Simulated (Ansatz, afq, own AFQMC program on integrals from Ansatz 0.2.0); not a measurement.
Si₂, singlet → Si2, triplet

```xyz
2

Si    0.0000    0.0000    0.0000
Si    0.0000    0.0000    2.2861
```

E(triplet, charge +0) − E(singlet, charge +0) at this geometry, on RHF and UHF determinants.

Basis 6-31G. Noble-gas cores (and the filled d shells of Ga–Kr and In–Xe) are frozen. Ansatz 0.2.0 and our own AFQMC program on the same integrals; the CISD trial comes from CCSD amplitudes, and released means the phaseless constraint is let go. Uncertainties: one standard error, sampling alone. The errors of all members are added in quadrature.

Full CI on the same integrals is exact in this basis and with this determinant's frozen core.

Errors are counted within 6-31G, not against nature.

Cautions: Si₂ (singlet): another spin lies lower, restricted determinant unstable towards unrestricted (UHF 2.10 eV lower, ⟨S²⟩ 1.63), the search met a lower determinant of the same kind, perhaps of another symmetry (1.24 eV lower), and this one is a saddle point, strong correlation (T1 0.034, weight of the determinant 0.76, largest double 0.20), CCSD(T) is in doubt: in a space of 8 electrons in 8 natural orbitals full CI lies 95 meV below it, the released energies are still falling, so no released level is given (meV from the phaseless value at times in 1/Eh: -20 ± 4 at 0.24, -39 ± 5 at 0.51, -60 ± 4 at 0.99, -86 ± 3 at 1.62, -106 ± 3 at 2.40), CCSDTQ on the UHF determinant differs (634 meV lower), perhaps since the unrestricted series falls towards higher spin, its ph-AFQMC/CISD value lies 168 ± 5 meV above full CI; Si₂ (triplet): an unrestricted solution with more broken spin lies lower, the released energies have errors that jump between times, so the bars are unsure, so no released level is given (meV from the phaseless value at times in 1/Eh: -10 ± 3 at 0.24, -18 ± 5 at 0.51, -28 ± 7 at 0.99, -34.5 ± 2.1 at 1.62, -41.0 ± 1.8 at 2.40), its ph-AFQMC/CISD value lies 57 ± 4 meV above full CI; core correlation is missing, and it shifts such a gap most where an s electron is promoted.

Reference (full CI): -0.636 eV.

| level | vertical spin gap (eV) | error against FCI (eV) |
| --- | --- | --- |
| HF | -1.893 | -1.257 |
| MP2 | -0.698 | -0.062 |
| CCSD | -0.800 | -0.163 |
| CCSD(T) | -0.683 | -0.046 |
| CCSDT | -0.690 | -0.054 |
| CCSDT(Q) | -0.629 | 0.008 |
| CCSDTQ | -0.643 | -0.007 |
| ph-AFQMC/CISD | -0.747 ± 0.006 | -0.111 ± 0.006 |

Correlation beyond CCSD(T) adds 0.046 eV. The perturbative (T) step is worth +0.117 eV. Where the cautions show a poor determinant, the low rows tell how each method copes with it, not its usual error.

CCSDT and higher add their correlation energy to the determinant of the CCSD(T) run, since their own runs factorise the integrals more tightly (a shift of under 2 meV). A walk keeps the symmetry of its determinant, which the program's search chose and which needn't be the lowest solution, so a lower state of the same spin and another symmetry isn't excluded.
